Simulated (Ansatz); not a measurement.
Reactions of `C#CC(C)(C)C`.

Computed with Ansatz on PBE0-D4/def2-TZVP structures; ΔE is electronic, products minus reactants. CCSD(T)/CBS adds triple-zeta CCSD(T) − MP2 to the extrapolated MP2 energy (def2 sets, frozen cores). This one scheme is used for every species, atoms too. Functionals use def2-TZVPP. Open shells (•) are unrestricted, without spin–orbit coupling. Spin–orbit coupling would lower the free atoms: a little for C. One conformer a species, not always the lowest.

```json
{"reaction": "`C#CC(C)(C)C` → 6 C• + 10 H•", "PBE-D4 (eV)": "70.43"}
{"reaction": "`C#CC(C)(C)C` → `CC#CCCC`", "PBE-D4 (eV)": "-0.22"}
{"reaction": "`C#CC(C)(C)C` + H₂S → `C#CS` + `CC(C)C`", "PBE-D4 (eV)": "0.18"}
{"reaction": "`C#CC(C)(C)C` → `C1=CCCCC1`", "PBE-D4 (eV)": "-1.47"}
{"reaction": "`C#CC(C)(C)C` → `C#CC(C)C` + `[CH2]` (triplet)", "PBE-D4 (eV)": "4.61"}
{"reaction": "`C#CC(C)(C)C` + H–F → `C#CC(C)(C)F` + CH₄", "PBE-D4 (eV)": "0.17"}
{"reaction": "`C#CC(C)(C)C` + CH₃NH₂ → `C#CNC` + `CC(C)C`", "PBE-D4 (eV)": "0.17"}
{"reaction": "`C#CC(C)(C)C` + H₂ → `C#CC(C)C` + CH₄", "PBE-D4 (eV)": "-0.65"}
```

Problem. Give the CCSD(T)/CBS values in the same order. (An estimate is asked.)

Solution. The calculation gave: 68.90, -0.06, 0.33, -1.28, 4.60, 0.33, 0.37, -0.61 eV.

Largest T1 diagnostic: 0.013, for `C#CS`.
